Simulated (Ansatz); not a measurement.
Geometry optimisation, UKS PBE/def2-SVP (Ansatz).

The input (input.yaml):

```yaml
crystal:
  periodic: [false, false, false]
  atoms:
    - { symbol: B, position_ang: [-1.0e-06, -0.000121, -0.393082] }
    - { symbol: F, position_ang: [2.0e-06, -0.000103, 2.120291] }
    - { symbol: H, position_ang: [1.114692, 7.3e-05, -0.859195] }
    - { symbol: H, position_ang: [-1.114693, 7.3e-05, -0.859196] }
    - { symbol: Cl, position_ang: [-1.0e-06, 7.7e-05, 3.741181] }
magnetization:
  spin_polarized: true
  initial_magnetization: 1
basis:
  gaussian: { orbitals: def2-SVP }
hamiltonian:
  xc: pbe
relax:
  f_tol: 0.03
  max_steps: 50
output:
  orbitals: {}
```

Command:

```bash
$ ansatz run input.yaml --threads 1 --pin off --max-ram 2048MiB --backend cpu --events-out ev --progress --plain --runs-dir out
```

Where does it end, and by what steps?

The forces met the threshold. The force dipped under the threshold on the way, but the program's further checks kept it going. After 28 steps the energy has fallen by 4.794 eV; F2 moved furthest, 1.17 Å. Parted: F2–Cl5. Joined: B1–F2.

```tsv
step	energy less start (eV)	largest force component (eV/Å)	accepted
0	0.0000	3.866	yes
1	-0.2533	4.303	yes
2	-1.1424	6.305	yes
3	-2.9452	7.254	yes
4	-4.4164	2.819	yes
5	-4.6615	2.404	yes
6	-4.7282	0.581	yes
7	-4.7324	0.116	yes
8	-4.7326	0.096	yes
9	-4.7332	0.005	yes
10	-4.7333	0.008	yes
11	-4.7338	0.025	yes
12	-4.7339	0.018	yes
13	-4.7386	0.138	yes
14	-4.7508	0.429	yes
15	-4.7578	0.232	yes
16	-4.7721	0.445	yes
17	-4.7780	0.267	yes
18	-4.7781	0.269	yes
19	-4.7866	0.268	yes
20	-4.6931	1.486	no
21	-4.7913	0.165	yes
22	-4.7914	0.152	yes
23	-4.7918	0.197	yes
24	-4.7930	0.143	yes
25	-4.7938	0.108	yes
26	-4.7940	0.043	yes
27	-4.7937	0.089	no
28	-4.7941	0.003	yes
```

```xyz
5
Properties=species:S:1:pos:R:3
B -0.133 0.008 0.018
F -0.735 -0.039 1.206
H 1.079 0.071 -0.012
H -0.863 -0.016 -0.956
Cl 0.651 -0.024 3.493
```

Run time: 88 s on 1 thread of Arm Neoverse V1, with other jobs on the host, peak memory 0.14 GiB.
